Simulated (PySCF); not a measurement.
Compound: thionylimide, HNOS.
SMILES: `N=S=O`

Method: B3LYP/def2-SVPD in PySCF (dipole) on a GFN2-xTB geometry, gas phase.

Masses are those of the commonest isotopes; rigid-rotor values at the optimised geometry. 

Task: Give the principal moments of inertia and the rotational constants in MHz.

Result: Ia = 11.18, Ib = 49.54, Ic = 60.72 u·Å²; 505379 MHz·u·Å²/I gives A = 45217, B = 10202, C = 8324 MHz.

Task: What kind of rotor is it?

Result: An asymmetric top. Ray's parameter κ = (2B − A − C)/(A − C) = -0.898; −1 is the prolate and +1 the oblate limit.

Task: Is it planar, by Δ = Ic − Ia − Ib?

Result: Planar: Δ = Ic − Ia − Ib = 0.00 u·Å². For a rigid frame Δ = −2 Σ m c², so it vanishes when all atoms lie in the ab plane; here none is more than 0.01 Å from it.

Task: List the rotational levels J(Ka,Kc) to J = 3 (MHz).

Result: Above 0(0,0):
J = 1: 1(0,1) 18525, 1(1,1) 53541, 1(1,0) 55419
J = 2: 2(0,2) 55503, 2(1,2) 88714, 2(1,1) 94348, 2(2,1) 199393, 2(2,0) 199467
J = 3: 3(0,3) 110786, 3(1,3) 141428, 3(1,2) 152694, 3(2,2) 254970, 3(2,1) 255337, 3(3,1) 434786, 3(3,0) 434788
Those of J = 1 are B + C, A + C and A + B.

Task: Which types of transition are allowed, and where do some lines up to J = 5 fall?

Result: The dipole components are |μa| = 1.01 D, |μb| = 0.03 D, |μc| = 0.00 D; the mirror of this Cs structure is the ab plane, so μc vanishes by symmetry and there are no c-type lines. Intensities carry the squares of the components, which stand as 1.00 : 0.00 (a : b). Some lines, for components of 0.1 D or more:

| type | branch | J(Ka,Kc) | MHz | lower level (cm⁻¹) |
| --- | --- | --- | --- | --- |
| a | Q | 3(2,1) ← 3(2,2) | 367 | 8.505 |
| a | Q | 4(2,2) ← 4(2,3) | 1095 | 10.975 |
| a | Q | 5(2,3) ← 5(2,4) | 2533 | 14.059 |
| a | Q | 2(1,1) ← 2(1,2) | 5634 | 2.959 |
| a | R | 1(0,1) ← 0(0,0) | 18525 | 0.000 |
| a | Q | 4(1,3) ← 4(1,4) | 18767 | 7.059 |
| a | Q | 5(1,4) ← 5(1,5) | 28119 | 9.982 |
| a | R | 2(0,2) ← 1(0,1) | 36977 | 0.618 |
| a | R | 2(1,1) ← 1(1,0) | 38929 | 1.849 |
| a | R | 3(1,3) ← 2(1,2) | 52714 | 2.959 |
| a | R | 3(0,3) ← 2(0,2) | 55283 | 1.851 |
| a | R | 3(2,2) ← 2(2,1) | 55576 | 6.651 |
| a | R | 3(2,1) ← 2(2,0) | 55870 | 6.653 |
| a | R | 3(1,2) ← 2(1,1) | 58347 | 3.147 |
| a | R | 4(1,4) ← 3(1,3) | 70204 | 4.718 |
| a | R | 4(0,4) ← 3(0,3) | 73373 | 3.695 |
| a | R | 4(3,2) ← 3(3,1) | 74244 | 14.503 |
| a | R | 4(3,1) ← 3(3,0) | 74255 | 14.503 |
| a | R | 4(2,2) ← 3(2,1) | 74773 | 8.517 |
| a | R | 4(1,3) ← 3(1,2) | 77705 | 5.093 |
| a | R | 5(1,5) ← 4(1,4) | 87629 | 7.059 |
| a | R | 5(2,4) ← 4(2,3) | 92464 | 10.975 |
| a | R | 5(4,2) ← 4(4,1) | 92791 | 25.370 |
| a | R | 5(3,3) ← 4(3,2) | 92862 | 16.979 |
| a | R | 5(2,3) ← 4(2,2) | 93901 | 11.011 |
| a | R | 5(1,4) ← 4(1,3) | 96981 | 7.685 |

Task: Estimate the classical rotational partition function at 25 K, 200 K and 500 K.

Result: Point group Cs, symmetry number σ = 1; q = (√π/σ)·√((kT/h)³/(ABC)), k/h = 20836.6 MHz/K: 340 at 25 K, 7700 at 200 K, 30400 at 500 K.

GFN2-xTB frequencies: not computed here. Constants of a rigid frame at the computed geometry: no zero-point averaging, no centrifugal distortion. Quadrupole hyperfine structure (14N) is left out.
